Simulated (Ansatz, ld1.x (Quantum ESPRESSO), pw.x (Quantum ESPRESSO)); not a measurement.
From atom to crystal: ultrasoft potential for titanium (Ti)

```
Element                 : titanium
Generator               : ld1.x (Quantum ESPRESSO) 7.5
Type                    : ultrasoft
Functional              : LDA (PW92)
Relativity              : scalar-relativistic
Frozen core             : [Ne] 3s2
Valence charge          : 10
Reference configuration : 3p6 3d1 4s0 4p0 (charge +3)
Partial waves           : 4s (bound, empty): rcut 1.95, rcutus 2.65 bohr; 4s channel at 0.75 Ry: rcut 1.95, rcutus 2.65 bohr; 3p (bound): rcut 1.40, rcutus 1.55 bohr; 4p (bound, empty): rcut 1.40, rcutus 1.55 bohr; 3d (bound): rcut 1.75, rcutus 2.30 bohr; 3d channel at -2.05 Ry: rcut 1.75, rcutus 2.30 bohr
Local potential         : all-electron potential smoothed inside 2.60 bohr (lloc = -2)
Core correction         : a·sin(br)/r model core inside 1.55 bohr
Augmentation charge     : PSQ, inside the norm-conserving radii
```

Atomic tests: cutoffs needed: 35 Ry and 60 Ry (the cutoffs (Ry, on a coarse ladder) from which the occupation-weighted sum of valence levels, in a spherical-Bessel basis at the reference potential, stays within 10 and 1 mRy of its value at 400 Ry); ghost test: no extra level below or beside the all-electron valence levels (s, p, d, f tested) (spherical-Bessel basis up to 400 Ry, 20 bohr box); configuration tests: test run stopped at test 9 of 9 (negative rho), 2 before it not solved.

Crystal test: fcc Ti in pw.x 7.5, no spin, 14³ k-points, Fermi–Dirac smearing 0.01 Ry, cutoffs 75/600 Ry. The reference is all-electron LAPW (Ansatz 0.2.0) with the same functional, mesh and smearing; V0 and B0 come from Birch–Murnaghan fits to the pressures at five volumes. Errors are pseudo minus all-electron; Δ is the rms difference of the E(V) curves that follow from these fits, minima aligned, over ±6 % about the mean V0. Mesh and smearing are coarse, so the numbers serve the comparison and aren't converged zero-temperature values; the lattice is a test structure that the element need not adopt.

All-electron: a0 = 4.008 Å (V0 = 16.10 Å³/atom), B0 = 120.2 GPa.

Question: How far does the potential miss the all-electron equation of state?

Answer: mean pressure error (GPa): -0.44; a0 (Å): 4.003; a0 error (%): -0.12; B0 error (%): +0.3; Δ (meV/atom): 1.5. Atomic configuration tests: test run stopped at test 9 of 9 (negative rho), 2 before it not solved.

```csv
V (Å³/atom),P all-electron (GPa),P pseudo (GPa)
15.284,6.79,6.31
15.686,3.24,2.77
16.088,0.06,-0.39
16.490,-2.79,-3.20
16.892,-5.35,-5.72
```

Question: At the middle volume, how do free energy and pressure move when the wave cutoff is lowered (ecutrho held at 600 Ry)?

Answer:

```tsv
cutoff (Ry)	shift of F (meV/atom)	shift of P (GPa)
34	+289.5	-6.98
45	+78.9	-2.85
60	+5.0	-0.30
```

Input at the middle volume:

```
&control
  calculation='scf', prefix='x', pseudo_dir='./', outdir='./tmp', tstress=.true., disk_io='none'
/
&system
  ibrav=0, nat=1, ntyp=1, ecutwfc=75, ecutrho=600, nbnd=12,
  occupations='smearing', smearing='fd', degauss=0.01
/
&electrons
  conv_thr=1e-09, mixing_beta=0.4, electron_maxstep=70
/
ATOMIC_SPECIES
Ti 1.0 Ti.UPF
CELL_PARAMETERS angstrom
  0.00000000 2.00365996 2.00365996
  2.00365996 0.00000000 2.00365996
  2.00365996 2.00365996 0.00000000
ATOMIC_POSITIONS crystal
Ti 0.0000 0.0000 0.0000
K_POINTS automatic
14 14 14 0 0 0
```

```bash
pw.x < Ti.scf.in > Ti.scf.out
```

Lines of the output:

```
Message from routine setup:
     using ibrav=0 with symmetry is DISCOURAGED, use correct ibrav instead
     lattice parameter (alat)  =       5.3547  a.u.
     unit-cell volume          =     108.5672 (a.u.)^3
     number of electrons       =        10.00
     number of Kohn-Sham states=           12
     kinetic-energy cutoff     =      75.0000  Ry
     charge density cutoff     =     600.0000  Ry
     scf convergence threshold =      1.0E-09
     Exchange-correlation= PW
     number of k points=   104  Fermi-Dirac smearing, width (Ry)=  0.0100
     iteration #  1     ecut=    75.00 Ry     beta= 0.40
     total energy              =     -76.49975750 Ry
     estimated scf accuracy    <      10.27240490 Ry
     iteration #  2     ecut=    75.00 Ry     beta= 0.40
     total energy              =     -77.05965460 Ry
     estimated scf accuracy    <       0.84643885 Ry
     iteration #  3     ecut=    75.00 Ry     beta= 0.40
     total energy              =     -77.33954210 Ry
     estimated scf accuracy    <       0.12954531 Ry
     iteration #  4     ecut=    75.00 Ry     beta= 0.40
     total energy              =     -77.40409914 Ry
     estimated scf accuracy    <       0.02966197 Ry
     iteration #  5     ecut=    75.00 Ry     beta= 0.40
     total energy              =     -77.37468629 Ry
     estimated scf accuracy    <       0.05956292 Ry
     iteration #  6     ecut=    75.00 Ry     beta= 0.40
     total energy              =     -77.38632160 Ry
     estimated scf accuracy    <       0.00016423 Ry
     iteration #  7     ecut=    75.00 Ry     beta= 0.40
     total energy              =     -77.38742355 Ry
     estimated scf accuracy    <       0.00023988 Ry
     iteration #  8     ecut=    75.00 Ry     beta= 0.40
     total energy              =     -77.38688403 Ry
     estimated scf accuracy    <       0.00273002 Ry
     [... 6 iterations left out ...]
     iteration # 15     ecut=    75.00 Ry     beta= 0.40
     total energy              =     -77.38683198 Ry
     estimated scf accuracy    <       0.00001453 Ry
     iteration # 16     ecut=    75.00 Ry     beta= 0.40
     total energy              =     -77.38683544 Ry
     estimated scf accuracy    <          1.8E-09 Ry
     iteration # 17     ecut=    75.00 Ry     beta= 0.40
     total energy              =     -77.38683565 Ry
     estimated scf accuracy    <       0.00000009 Ry
     iteration # 18     ecut=    75.00 Ry     beta= 0.40
     total energy              =     -77.38683564 Ry
     estimated scf accuracy    <       0.00000003 Ry
     iteration # 19     ecut=    75.00 Ry     beta= 0.40
     total energy              =     -77.38683564 Ry
     estimated scf accuracy    <       0.00000003 Ry
     iteration # 20     ecut=    75.00 Ry     beta= 0.40
     total energy              =     -77.38683565 Ry
     estimated scf accuracy    <          6.3E-09 Ry
     iteration # 21     ecut=    75.00 Ry     beta= 0.40
     total energy              =     -77.38683565 Ry
     estimated scf accuracy    <          2.5E-09 Ry
     iteration # 22     ecut=    75.00 Ry     beta= 0.40
     the Fermi energy is    12.8588 ev
!    total energy              =     -77.38683565 Ry
     estimated scf accuracy    <          1.0E-09 Ry
     smearing contrib. (-TS)   =      -0.00717210 Ry
     The total energy is F=E-TS. E is the sum of the following terms:
     one-electron contribution =     -18.25687674 Ry
     hartree contribution      =      13.72659817 Ry
     xc contribution           =     -12.30506675 Ry
     ewald contribution        =     -60.54431823 Ry
     convergence has been achieved in  22 iterations
          total   stress  (Ry/bohr**3)                   (kbar)     P=       -3.91
     Message from routine punch:
     Nothing written, as per user request (disk_io='none')
```

The run at the middle volume (104 k-points, 22 iterations) took about 46 s on one core of a shared host (Neoverse-V2, 96 threads, 742 GiB, load 37).
